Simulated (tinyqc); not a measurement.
Inside a calculation (part 3 of 3). Method: UHF in the sto-3g basis, for HF, spin multiplicity 1. This run ends on a higher stationary point, not on the lowest solution. Computed by tinyqc, a small Python program that keeps every step (integrals from PySCF). Command: `OMP_NUM_THREADS=1 python tinyqc.py 22325 22326 out.jsonl` (the two numbers bound the seeds that draw the settings). One thread of a shared host (Intel(R) Xeon(R) Processor @ 2.60GHz), about 0.2 s of CPU time with the checks.

Geometry (angstrom):
```
atom         x         y         z
F     0.000000  0.000000  0.000000
H     0.000000  0.000000  1.665000
```

## Iteration 4: DIIS over 3 matrices

error matrix X^T (FDS - SDF) X (alpha):
$$\begin{pmatrix}
0.000000 & 0.002697 & 0.000000 & 0.000000 & -0.006282 & -0.004750 \\
-0.002697 & 0.000000 & 0.000000 & 0.000000 & -0.013321 & -0.009202 \\
0.000000 & 0.000000 & 0.000000 & 0.000000 & 0.000000 & 0.000000 \\
0.000000 & 0.000000 & 0.000000 & 0.000000 & 0.000000 & 0.000000 \\
0.006282 & 0.013321 & 0.000000 & 0.000000 & 0.000000 & -0.002032 \\
0.004750 & 0.009202 & 0.000000 & 0.000000 & 0.002032 & 0.000000
\end{pmatrix}$$

B (overlaps of the stored error matrices):
$$\begin{pmatrix}
2.3856113e-02 & 7.7003629e-03 & 2.6075353e-03 \\
7.7003629e-03 & 4.0549964e-03 & 6.3317121e-04 \\
2.6075353e-03 & 6.3317121e-04 & 7.6079896e-04
\end{pmatrix}$$

Minimise |sum c_i e_i|^2 with sum c_i = 1: solve [B -1; -1 0][c; lambda] = [0; -1] with B_ij = tr e_i^T e_j summed over both spins, and take F = sum c_i F_i.

DIIS coefficients: [-0.173533, 0.291185, 0.882348]

extrapolated F(alpha) (hartree), order 1F 1s, 1F 2s, 1F 2px, 1F 2py, 1F 2pz, 2H 1s:
$$\begin{pmatrix}
-25.922639 & -6.626978 & 0.000000 & 0.000000 & -0.008136 & -0.253901 \\
-6.626978 & -3.012813 & 0.000000 & 0.000000 & 0.001854 & -0.291795 \\
0.000000 & 0.000000 & -0.466138 & 0.000000 & 0.000000 & 0.000000 \\
0.000000 & 0.000000 & 0.000000 & -0.466138 & 0.000000 & 0.000000 \\
-0.008136 & 0.001854 & 0.000000 & 0.000000 & -0.173552 & -0.277507 \\
-0.253901 & -0.291795 & 0.000000 & 0.000000 & -0.277507 & -0.131306
\end{pmatrix}$$

extrapolated F(beta) (hartree), order 1F 1s, 1F 2s, 1F 2px, 1F 2py, 1F 2pz, 2H 1s:
$$\begin{pmatrix}
-25.921197 & -6.624521 & 0.000000 & 0.000000 & -0.008281 & -0.253771 \\
-6.624521 & -3.002279 & 0.000000 & 0.000000 & 0.001641 & -0.290307 \\
0.000000 & 0.000000 & -0.463392 & 0.000000 & 0.000000 & 0.000000 \\
0.000000 & 0.000000 & 0.000000 & -0.463392 & 0.000000 & 0.000000 \\
-0.008281 & 0.001641 & 0.000000 & 0.000000 & -0.118175 & -0.277502 \\
-0.253771 & -0.290307 & 0.000000 & 0.000000 & -0.277502 & -0.173312
\end{pmatrix}$$

## Iteration 4: diagonalisation and new density

X, order 1F 1s, 1F 2s, 1F 2px, 1F 2py, 1F 2pz, 2H 1s:
$$\begin{pmatrix}
-0.710671 & 0.387841 & 0.000000 & 0.000000 & -0.344668 & 0.534973 \\
0.813579 & -0.144274 & 0.000000 & 0.000000 & -0.159728 & 0.606083 \\
0.000000 & 0.000000 & 0.996471 & -0.083934 & 0.000000 & 0.000000 \\
0.000000 & 0.000000 & 0.083934 & 0.996471 & 0.000000 & 0.000000 \\
0.173796 & 0.717717 & 0.000000 & 0.000000 & 0.670018 & 0.137785 \\
-0.409503 & -0.655109 & 0.000000 & 0.000000 & 0.565176 & 0.334193
\end{pmatrix}$$

Diagonalise F' = X^T F X, C = X C', fill 5 alpha and 5 beta electrons from the bottom; D(s) = C_occ C_occ^T. Each column has its largest component positive (the first on a tie).

F' = X^T F X (alpha) (hartree):
$$\begin{pmatrix}
-7.361839 & 4.849398 & 0.000000 & 0.000000 & -4.874799 & 8.462786 \\
4.849398 & -3.036219 & 0.000000 & 0.000000 & 3.330989 & -6.008083 \\
0.000000 & 0.000000 & -0.466138 & 0.000000 & 0.000000 & 0.000000 \\
0.000000 & 0.000000 & 0.000000 & -0.466138 & 0.000000 & 0.000000 \\
-4.874799 & 3.330989 & 0.000000 & 0.000000 & -4.061105 & 6.763836 \\
8.462786 & -6.008083 & 0.000000 & 0.000000 & 6.763836 & -13.076510
\end{pmatrix}$$

orbital energies (alpha) (hartree): MO1 -25.931737, MO2 -1.400807, MO3 -0.466138, MO4 -0.466138, MO5 -0.372945, MO6 0.169816

coefficients C (alpha), order 1F 1s, 1F 2s, 1F 2px, 1F 2py, 1F 2pz, 2H 1s:
$$\begin{pmatrix}
0.995083 & -0.262717 & 0.000000 & 0.000000 & 0.022818 & 0.027126 \\
0.019932 & 1.021634 & 0.000000 & 0.000000 & -0.113584 & -0.136163 \\
0.000000 & 0.000000 & -0.042394 & 0.999101 & 0.000000 & 0.000000 \\
0.000000 & 0.000000 & 0.999101 & 0.042394 & 0.000000 & 0.000000 \\
0.000447 & 0.001729 & 0.000000 & 0.000000 & 0.725667 & -0.697593 \\
-0.001292 & 0.051898 & 0.000000 & 0.000000 & 0.613519 & 0.805524
\end{pmatrix}$$

F' = X^T F X (beta) (hartree):
$$\begin{pmatrix}
-7.363293 & 4.843707 & 0.000000 & 0.000000 & -4.859340 & 8.474448 \\
4.843707 & -3.025386 & 0.000000 & 0.000000 & 3.373327 & -5.994486 \\
0.000000 & 0.000000 & -0.463392 & 0.000000 & 0.000000 & 0.000000 \\
0.000000 & 0.000000 & 0.000000 & -0.463392 & 0.000000 & 0.000000 \\
-4.859340 & 3.373327 & 0.000000 & 0.000000 & -4.049154 & 6.759334 \\
8.474448 & -5.994486 & 0.000000 & 0.000000 & 6.759334 & -13.073681
\end{pmatrix}$$

orbital energies (beta) (hartree): MO1 -25.930208, MO2 -1.390997, MO3 -0.463392, MO4 -0.463392, MO5 -0.364118, MO6 0.173808

coefficients C (beta), order 1F 1s, 1F 2s, 1F 2px, 1F 2py, 1F 2pz, 2H 1s:
$$\begin{pmatrix}
0.995108 & -0.262552 & 0.000000 & 0.000000 & 0.025639 & -0.025210 \\
0.019834 & 1.021285 & 0.000000 & 0.000000 & -0.127284 & 0.126322 \\
0.000000 & 0.000000 & 0.996995 & -0.077472 & 0.000000 & 0.000000 \\
0.000000 & 0.000000 & 0.077472 & 0.996995 & 0.000000 & 0.000000 \\
0.000451 & 0.002041 & 0.000000 & 0.000000 & 0.658963 & 0.760917 \\
-0.001289 & 0.053867 & 0.000000 & 0.000000 & 0.684390 & -0.746107
\end{pmatrix}$$

D(alpha) after iteration 4, order 1F 1s, 1F 2s, 1F 2px, 1F 2py, 1F 2pz, 2H 1s:
$$\begin{pmatrix}
1.059730 & -0.251158 & 0.000000 & 0.000000 & 0.016548 & -0.000920 \\
-0.251158 & 1.057035 & 0.000000 & 0.000000 & -0.080648 & -0.016691 \\
0.000000 & 0.000000 & 1.000000 & 0.000000 & 0.000000 & 0.000000 \\
0.000000 & 0.000000 & 0.000000 & 1.000000 & 0.000000 & 0.000000 \\
0.016548 & -0.080648 & 0.000000 & 0.000000 & 0.526596 & 0.445300 \\
-0.000920 & -0.016691 & 0.000000 & 0.000000 & 0.445300 & 0.379100
\end{pmatrix}$$

D(beta) after iteration 4, order 1F 1s, 1F 2s, 1F 2px, 1F 2py, 1F 2pz, 2H 1s:
$$\begin{pmatrix}
1.059830 & -0.251667 & 0.000000 & 0.000000 & 0.016808 & 0.002121 \\
-0.251667 & 1.059618 & 0.000000 & 0.000000 & -0.081783 & -0.032124 \\
0.000000 & 0.000000 & 1.000000 & 0.000000 & 0.000000 & 0.000000 \\
0.000000 & 0.000000 & 0.000000 & 1.000000 & 0.000000 & 0.000000 \\
0.016808 & -0.081783 & 0.000000 & 0.000000 & 0.434237 & 0.451097 \\
0.002121 & -0.032124 & 0.000000 & 0.000000 & 0.451097 & 0.471293
\end{pmatrix}$$

Within a degenerate level the vectors are fixed only up to a rotation; this is one choice.

## Iteration 19 (converged): orbitals

converged F(alpha) (hartree), order 1F 1s, 1F 2s, 1F 2px, 1F 2py, 1F 2pz, 2H 1s:
$$\begin{pmatrix}
-25.924252 & -6.626278 & 0.000000 & 0.000000 & -0.008073 & -0.253867 \\
-6.626278 & -3.008379 & 0.000000 & 0.000000 & 0.001703 & -0.290799 \\
0.000000 & 0.000000 & -0.466122 & 0.000000 & 0.000000 & 0.000000 \\
0.000000 & 0.000000 & 0.000000 & -0.466122 & 0.000000 & 0.000000 \\
-0.008073 & 0.001703 & 0.000000 & 0.000000 & -0.146768 & -0.277641 \\
-0.253867 & -0.290799 & 0.000000 & 0.000000 & -0.277641 & -0.151911
\end{pmatrix}$$

converged F(beta) (hartree), order 1F 1s, 1F 2s, 1F 2px, 1F 2py, 1F 2pz, 2H 1s:
$$\begin{pmatrix}
-25.924251 & -6.626277 & 0.000000 & 0.000000 & -0.008073 & -0.253867 \\
-6.626277 & -3.008374 & 0.000000 & 0.000000 & 0.001700 & -0.290797 \\
0.000000 & 0.000000 & -0.466120 & 0.000000 & 0.000000 & 0.000000 \\
0.000000 & 0.000000 & 0.000000 & -0.466120 & 0.000000 & 0.000000 \\
-0.008073 & 0.001700 & 0.000000 & 0.000000 & -0.146741 & -0.277641 \\
-0.253867 & -0.290797 & 0.000000 & 0.000000 & -0.277641 & -0.151931
\end{pmatrix}$$

As before.

F' = X^T F X (alpha) (hartree):
$$\begin{pmatrix}
-7.363857 & 4.846909 & 0.000000 & 0.000000 & -4.867572 & 8.469025 \\
4.846909 & -3.031131 & 0.000000 & 0.000000 & 3.351883 & -6.002041 \\
0.000000 & 0.000000 & -0.466122 & 0.000000 & 0.000000 & 0.000000 \\
0.000000 & 0.000000 & 0.000000 & -0.466122 & 0.000000 & 0.000000 \\
-4.867572 & 3.351883 & 0.000000 & 0.000000 & -4.055955 & 6.762294 \\
8.469025 & -6.002041 & 0.000000 & 0.000000 & 6.762294 & -13.076293
\end{pmatrix}$$

orbital energies (alpha) (hartree): MO1 -25.933304, MO2 -1.396618, MO3 -0.466122, MO4 -0.466122, MO5 -0.367834, MO6 0.170519

coefficients C (alpha), order 1F 1s, 1F 2s, 1F 2px, 1F 2py, 1F 2pz, 2H 1s:
$$\begin{pmatrix}
0.995096 & -0.262644 & 0.000000 & 0.000000 & 0.024159 & 0.026165 \\
0.019881 & 1.021520 & 0.000000 & 0.000000 & -0.120139 & -0.131312 \\
0.000000 & 0.000000 & 0.493186 & 0.869924 & 0.000000 & 0.000000 \\
0.000000 & 0.000000 & 0.869924 & -0.493186 & 0.000000 & 0.000000 \\
0.000443 & 0.001922 & 0.000000 & 0.000000 & 0.693991 & -0.729112 \\
-0.001290 & 0.052541 & 0.000000 & 0.000000 & 0.648633 & 0.777485
\end{pmatrix}$$

F' = X^T F X (beta) (hartree):
$$\begin{pmatrix}
-7.363860 & 4.846904 & 0.000000 & 0.000000 & -4.867566 & 8.469030 \\
4.846904 & -3.031124 & 0.000000 & 0.000000 & 3.351904 & -6.002036 \\
0.000000 & 0.000000 & -0.466120 & 0.000000 & 0.000000 & 0.000000 \\
0.000000 & 0.000000 & 0.000000 & -0.466120 & 0.000000 & 0.000000 \\
-4.867566 & 3.351904 & 0.000000 & 0.000000 & -4.055949 & 6.762291 \\
8.469030 & -6.002036 & 0.000000 & 0.000000 & 6.762291 & -13.076292
\end{pmatrix}$$

orbital energies (beta) (hartree): MO1 -25.933303, MO2 -1.396613, MO3 -0.466120, MO4 -0.466120, MO5 -0.367829, MO6 0.170520

coefficients C (beta), order 1F 1s, 1F 2s, 1F 2px, 1F 2py, 1F 2pz, 2H 1s:
$$\begin{pmatrix}
0.995096 & -0.262644 & 0.000000 & 0.000000 & 0.024161 & 0.026163 \\
0.019880 & 1.021520 & 0.000000 & 0.000000 & -0.120147 & -0.131305 \\
0.000000 & 0.000000 & 0.751597 & -0.659623 & 0.000000 & 0.000000 \\
0.000000 & 0.000000 & 0.659623 & 0.751597 & 0.000000 & 0.000000 \\
0.000443 & 0.001925 & 0.000000 & 0.000000 & 0.693958 & -0.729143 \\
-0.001290 & 0.052541 & 0.000000 & 0.000000 & 0.648667 & 0.777456
\end{pmatrix}$$

D(alpha) after iteration 19, order 1F 1s, 1F 2s, 1F 2px, 1F 2py, 1F 2pz, 2H 1s:
$$\begin{pmatrix}
1.059781 & -0.251416 & 0.000000 & 0.000000 & 0.016703 & 0.000587 \\
-0.251416 & 1.058333 & 0.000000 & 0.000000 & -0.081403 & -0.024280 \\
0.000000 & 0.000000 & 1.000000 & 0.000000 & 0.000000 & 0.000000 \\
0.000000 & 0.000000 & 0.000000 & 1.000000 & 0.000000 & 0.000000 \\
0.016703 & -0.081403 & 0.000000 & 0.000000 & 0.481627 & 0.450246 \\
0.000587 & -0.024280 & 0.000000 & 0.000000 & 0.450246 & 0.423487
\end{pmatrix}$$

D(beta) after iteration 19, order 1F 1s, 1F 2s, 1F 2px, 1F 2py, 1F 2pz, 2H 1s:
$$\begin{pmatrix}
1.059781 & -0.251416 & 0.000000 & 0.000000 & 0.016702 & 0.000589 \\
-0.251416 & 1.058334 & 0.000000 & 0.000000 & -0.081403 & -0.024289 \\
0.000000 & 0.000000 & 1.000000 & 0.000000 & 0.000000 & 0.000000 \\
0.000000 & 0.000000 & 0.000000 & 1.000000 & 0.000000 & 0.000000 \\
0.016702 & -0.081403 & 0.000000 & 0.000000 & 0.481582 & 0.450249 \\
0.000589 & -0.024289 & 0.000000 & 0.000000 & 0.450249 & 0.423531
\end{pmatrix}$$

Within a degenerate level the vectors are fixed only up to a rotation; this is one choice.

## Convergence

Stop when the energy changes by less than 1e-09 hartree and every element of the error matrix X^T (F D S - S D F) X (for each spin) is below 9e-06.

Course of the cycle:
```
iteration   E (hartree)     change  largest element of the error matrix
1          -97.82777712          -                             2.16e-01
2          -98.34215544  -5.14e-01                             7.06e-02
3          -98.35341519  -1.13e-02                             2.21e-02
4          -98.35585238  -2.44e-03                             1.33e-02
5          -98.35695305  -1.10e-03                             1.37e-02
6          -98.35733281  -3.80e-04                             1.62e-02
7          -98.35693592   3.97e-04                             1.58e-02
8          -98.35646708   4.69e-04                             1.12e-02
9          -98.35670409  -2.37e-04                             1.28e-02
10         -98.35550755   1.20e-03                             2.15e-03
11         -98.35550824  -6.82e-07                             5.69e-04
12         -98.35550879  -5.55e-07                             2.44e-04
13         -98.35550939  -5.97e-07                             2.92e-04
14         -98.35550939  -5.64e-09                             2.83e-04
15         -98.35550971  -3.16e-07                             3.33e-04
16         -98.35550893   7.77e-07                             9.04e-05
17         -98.35550891   2.35e-08                             2.51e-05
18         -98.35550890   2.83e-09                             9.25e-06
19         -98.35550890  -1.91e-10                             4.46e-06
```

PySCF UHF in the same basis, after a stability check = -98.46300650 hartree

Converged in 19 iterations. But the solution lies 0.10750 hartree above the reference: it is another stationary point, not the lowest one. Reruns (cap 100 unless said): DIIS 8: converged in 9 to a higher stationary point; damping 0.5: converged in 49; level shift 0.5: converged in 30; atomic densities as start, DIIS 8: converged in 7 to a higher stationary point.

## Populations, bond orders and dipole

overlap S, order 1F 1s, 1F 2s, 1F 2px, 1F 2py, 1F 2pz, 2H 1s:
$$\begin{pmatrix}
1.000000 & 0.237990 & 0.000000 & 0.000000 & 0.000000 & 0.008897 \\
0.237990 & 1.000000 & 0.000000 & 0.000000 & 0.000000 & 0.118089 \\
0.000000 & 0.000000 & 1.000000 & 0.000000 & 0.000000 & 0.000000 \\
0.000000 & 0.000000 & 0.000000 & 1.000000 & 0.000000 & 0.000000 \\
0.000000 & 0.000000 & 0.000000 & 0.000000 & 1.000000 & 0.113455 \\
0.008897 & 0.118089 & 0.000000 & 0.000000 & 0.113455 & 1.000000
\end{pmatrix}$$

Mulliken: Z minus the diagonal of D S on the atom; Loewdin: the same with S^(1/2) D S^(1/2); Mayer order: 2 sum_s sum (D(s) S)_ij (D(s) S)_ji over the two atoms.

Charges (e):
```
atom   Mulliken    Loewdin  Mulliken spin
1F    -0.056542  -0.052858       0.000044
2H     0.056542   0.052858      -0.000044
```

Mayer bond orders:
```
pair     order
2-1   0.996803
```

dipole moment about the origin, x y z (debye): [0.000000, 0.000000, 0.827415]

<S^2> of the determinant (pure state: 0) = 1.97e-09
